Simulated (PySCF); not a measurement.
**BH3Cl− (SMILES [BH3-]Cl): M06-2X/STO-6G**

Aim: the vertical singlet–triplet gap of BH3Cl− at M06-2X/STO-6G, from 2 runs. Input form: a Python script.

The results are computed with PySCF 2.14.0.

16 further runs of the same task are left out: 1 that didn't finish, 15 set aside as unsound or not needed.

## (1) The structure to begin with

BH3Cl−: 5 atoms, total charge -1, spin state singlet. SMILES: `[BH3-]Cl`. The shape is that of a GFN2-xTB optimisation.

Bond lengths: B1–Cl2 1.873 Å, B1–H3 1.208 Å, B1–H4 1.208 Å, B1–H5 1.208 Å. Angles: Cl2–B1–H3 106.7°, Cl2–B1–H4 106.7°, Cl2–B1–H5 106.7°, H3–B1–H4 112.0°, H3–B1–H5 112.2°, H4–B1–H5 112.1°.

## (2) The energy at M06-2X/STO-6G

Contents of job.py:

```python
from pyscf import gto, dft

system = gto.M(
    atom='''
B        0.082390      -0.047870       0.135930
Cl      -0.845860       0.496450      -1.396970
H        1.223080      -0.254620      -0.203070
H       -0.460100      -1.051350       0.532730
H        0.000500       0.857390       0.931390
''',
    charge=-1,
    verbose=3,
    max_memory=1860,
    basis='sto-6g',
)

mf = dft.RKS(system)
mf.xc = 'm06-2x'
mf.grids.level = 5
mf.conv_tol = 1e-10
mf.kernel()
if not mf.converged:
    mf = mf.newton().run(mf.mo_coeff, mf.mo_occ)

e_final = mf.e_tot
print(f'total energy: {e_final:.8f} hartree')
```

Launch:

```sh
OMP_NUM_THREADS=1 python job.py
```

The program printed:

```text
converged SCF energy = -485.161987708901
total energy: -485.16198771 hartree
```

It took 3 s on 1 thread of Intel Xeon Platinum 8488C (Sapphire Rapids), shared host; peak memory 0.19 GiB.

## (3) The triplet at the same level

Contents of input.py:

```python
from pyscf import gto, dft

mol = gto.Mole()
mol.atom = [
    ('B', (0.082390, -0.047870, 0.135930)),
    ('Cl', (-0.845860, 0.496450, -1.396970)),
    ('H', (1.223080, -0.254620, -0.203070)),
    ('H', (-0.460100, -1.051350, 0.532730)),
    ('H', (0.000500, 0.857390, 0.931390)),
]
mol.max_memory = 1860
mol.charge = -1
mol.verbose = 3
mol.basis = 'sto-6g'
mol.spin = 2
mol.build()

mf = dft.UKS(mol)
mf.xc = 'm06-2x'
mf.grids.level = 5
mf.conv_tol = 1e-10
mf.kernel()
if not mf.converged:
    mf = mf.newton().run(mf.mo_coeff, mf.mo_occ)

e_final = mf.e_tot
print('E(%s) = %.9f' % ('M06-2X', e_final))
```

Launch:

```sh
OMP_NUM_THREADS=1 python input.py
```

The program printed:

```text
WARN: HOMO 0.179204213694021 >= LUMO -0.322459331522331

WARN: HOMO 0.491325094496146 >= LUMO 0.187972890693334

WARN: HOMO 0.450183254724194 >= LUMO 0.176634962032386

WARN: HOMO 0.444114919980387 >= LUMO 0.179909240792359

WARN: HOMO 0.445923140607708 >= LUMO 0.180083735917317

WARN: HOMO 0.445803838533751 >= LUMO 0.179148071566336

WARN: HOMO 0.445794403138206 >= LUMO 0.179324736783562

WARN: HOMO 0.445792518609153 >= LUMO 0.179297451967342

WARN: HOMO 0.445773943693454 >= LUMO 0.179408731589955

WARN: HOMO 0.445778593264133 >= LUMO 0.179400253425554

WARN: HOMO 0.445727742421087 >= LUMO 0.179399802894698

WARN: HOMO 0.44566754304198 >= LUMO 0.181104621753375

WARN: HOMO 0.445628545366134 >= LUMO 0.185854090866596

WARN: HOMO 0.445622290809369 >= LUMO 0.18569990432732

WARN: HOMO 0.445576791959505 >= LUMO 0.18805175088745

WARN: HOMO 0.445559832028589 >= LUMO 0.187160667978261

WARN: HOMO 0.445672382403686 >= LUMO 0.180648004544041

WARN: HOMO 0.445641199024347 >= LUMO 0.181647592017103

WARN: HOMO 0.445679888451121 >= LUMO 0.178558126614082

WARN: HOMO 0.445658662669049 >= LUMO 0.180055576381953

WARN: HOMO 0.445664827270812 >= LUMO 0.179791979905258

WARN: HOMO 0.445666372738101 >= LUMO 0.179780509731085

WARN: HOMO 0.44566675102435 >= LUMO 0.179774156573506

WARN: HOMO 0.445667298771975 >= LUMO 0.179780382803715

WARN: HOMO 0.445667073158072 >= LUMO 0.179778872833801

converged SCF energy = -484.72543992868  <S^2> = 2.0008565  2S+1 = 3.0005709
E(M06-2X) = -484.725439929
```

It took 11 s on 1 thread of Intel Xeon Platinum 8488C (Sapphire Rapids), shared host; peak memory 0.21 GiB.

## (4) What came out

At M06-2X/STO-6G:

```
                                                      quantity          value
                                         singlet: total energy  -485.16199 Eh
                                          singlet: HOMO energy        0.09 eV
                                          singlet: LUMO energy       16.40 eV
singlet: HOMO–LUMO gap (to an unbound level, set by the basis)       16.31 eV
                                         triplet: total energy  -484.72544 Eh
                   triplet: HOMO energy (highest over α and β)       12.13 eV
                                                 triplet: ⟨S²⟩          2.001
              vertical energy of the triplet above the singlet      11.879 eV
```

What this shows: At this shape the triplet lies 11.88 eV (274 kcal/mol) above the singlet. For an anion a state so high probably lies above electron detachment. In a minimal basis such a difference can be off by several eV, whatever the method. Mulliken charges (singlet) run from -0.49 on Cl2 to -0.05 on B1; they depend strongly on the basis. The HOMO (singlet) lies at positive energy, 0.09 eV; only total energies tell whether the electron is bound. Mulliken charges (triplet) run from -0.30 on Cl2 to -0.08 on H4. The HOMO (triplet) lies at positive energy, 12.13 eV; only total energies tell whether the electron is bound.
